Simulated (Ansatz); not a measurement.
# CH3BF+ (SMILES B[CH+]F): functionals against CCSD(T) at one geometry

One table from this session's results is given with a row withheld; the runs are named, their logs left out.

Method: single points in def2-TZVPP; program: Ansatz 0.2.0, Gaussian basis.

Correlated methods freeze the cores.

## Where the work starts

SMILES `B[CH+]F`, 6 atoms, charge 1, spin multiplicity 1.

Atoms are counted from 1 here; the program's logs count them from 0.

Bond lengths: B1–C2 1.342 Å, B1–H4 1.305 Å, B1–H5 1.221 Å, C2–F3 1.454 Å, C2–H6 0.862 Å. Angles: C2–B1–H4 126.0°, C2–B1–H5 129.2°, H4–B1–H5 103.5°, B1–C2–F3 121.5°, B1–C2–H6 131.8°, F3–C2–H6 106.3°.

Coordinates:

```
atom    x (Å)    y (Å)    z (Å)
  B1  -0.4904   0.0599  -0.4317
  C2   0.4955   0.0006   0.4766
  F3   1.6553  -0.8553   0.2849
  H4  -1.6107  -0.6087  -0.3917
  H5  -0.6868   0.8920  -1.3040
  H6   0.5665   0.3294   1.2700
```

Set-up of the first run:

run/in.yaml

```yaml
crystal:
  periodic: [false, false, false]
  atoms:
    - {symbol: B, position_ang: [-0.490400, 0.059900, -0.431700]}
    - {symbol: C, position_ang: [0.495500, 0.000600, 0.476600]}
    - {symbol: F, position_ang: [1.655300, -0.855300, 0.284900]}
    - {symbol: H, position_ang: [-1.610700, -0.608700, -0.391700]}
    - {symbol: H, position_ang: [-0.686800, 0.892000, -1.304000]}
    - {symbol: H, position_ang: [0.566500, 0.329400, 1.270000]}
basis:
  gaussian: {orbitals: def2-TZVPP}
total_charge: 1
correlation: {method: ccsd_t}
output: {forces: true}
```

The command line of these runs was not kept.

Among the steps run: CCSD(T)/def2-TZVPP; PBE0-D4/def2-TZVPP; wB97M-V/def2-TZVPP; r2SCAN-D4/def2-TZVPP; PBE-D4/def2-TZVPP; B97M-V/def2-TZVPP; r2SCANh-D4/def2-TZVPP.

One table of the session follows, with a row left open; its other results are not shown here.

| method | RMS force component (eV/Å) | angle to CCSD(T) forces (°) |
| --- | --- | --- |
| CCSD(T) | 5.915 | reference |
| PBE0-D4 | 5.917 | 2.5 |
| wB97M-V | 5.875 | 1.5 |
| r2SCAN-D4 | 5.772 | 2.8 |
| PBE-D4 | 5.732 | 4.3 |
| B97M-V | 5.726 | 2.7 |
| r2SCANh-D4 | ? | ? |

Q: Estimate the row for r2SCANh-D4 from the others.

The run gave: RMS force component (eV/Å): 5.836; angle to CCSD(T) forces (°): 2.4. In the column «RMS force component (eV/Å)» it lies between r2SCAN-D4 (5.772) and wB97M-V (5.875).
